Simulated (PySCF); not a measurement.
## Level sweep

Compound: thiazole, C3H3NS.
Atom-mapped SMILES: `[cH:1]1[cH:2][s:3][cH:4][n:5]1` (hydrogens: H6 on C1; H7 on C2; H8 on C4)

Structure used (PBE0-D3(BJ)/def2-SVP), in Å, numbered top down from 1:
```xyz
8
C3H3NS angstrom
C     -0.6163   -0.4773    0.5919
C     -0.9521    0.5384   -0.2624
S      0.4435    1.0574   -1.1162
C      1.3697   -0.1286   -0.2611
N      0.6974   -0.8461    0.5842
H     -1.3186   -0.9878    1.2533
H     -1.9264    0.9952   -0.4270
H      2.4410   -0.2367   -0.4464
```

PySCF, dipoles from the SCF density, polarisabilities from static response with core orbitals frozen. Isolated species at its PBE0-D3(BJ)/def2-SVP geometry, gas phase.

Reference dipole: 1.620 D (measured, gas; NIST CCCBDB Release 22 (SRD 101), experimental dipoles). The anisotropy is √(½[(α1 − α2)² + (α2 − α3)² + (α3 − α1)²]).

```tsv
level	μ (D)	error (%)	α (Å³)	anisotropy (Å³)
LDA/def2-SVPD	1.596	-1.5	8.71	4.35
PBE/def2-SVPD	1.510	-6.8	8.66	4.35
B3LYP/def2-SVPD	1.598	-1.3	8.51	4.20
PBE0/def2-SVPD	1.554	-4.1	8.41	4.12
BHandHLYP/def2-SVPD	1.612	-0.5	8.29	4.01
CAM-B3LYP/def2-SVPD	1.649	+1.8	8.39	4.09
wB97X-D/def2-SVPD	1.593	-1.7	8.39	4.03
LC-wPBE/def2-SVPD	1.613	-0.4	8.19	3.94
HF/def2-SVPD	1.516	-6.4	8.14	3.79
PBE0/6-31G*	1.454	-10.2	6.83	5.07
PBE0/def2-SVP	1.543	-4.8	6.82	4.66
PBE0/6-31+G*	1.655	+2.2	8.03	4.27
PBE0/aug-cc-pVDZ	1.561	-3.6	8.65	4.17
PBE0/def2-TZVP	1.558	-3.8	8.04	4.47
PBE0/def2-TZVPD	1.574	-2.8	8.68	4.26
```

For the dipole, the smallest error is 0.4% (LC-wPBE/def2-SVPD) and the largest 10.2% (PBE0/6-31G*). The dipole runs from 1.45 D (PBE0/6-31G*) to 1.66 D (PBE0/6-31+G*). No reference polarisability is at hand; against PBE0 in the largest diffuse basis at hand (def2-TZVPD) the other PBE0 rows deviate by 6-31G* -21%, def2-SVP -21%, 6-31+G* -7%, def2-SVPD -3%, aug-cc-pVDZ 0%, def2-TZVP -7%. In one basis (def2-SVPD) the functionals order the polarisability from HF (lowest) to LDA (highest), a spread of 7%. With PBE0 the polarisability is 7.23 Å³ without diffuse functions (mean of 6-31G*, def2-SVP and def2-TZVP) and 8.44 Å³ with them (mean of 6-31+G*, def2-SVPD, aug-cc-pVDZ and def2-TZVPD). Measured values can belong to vibrating molecules; the computed ones are for one fixed geometry.
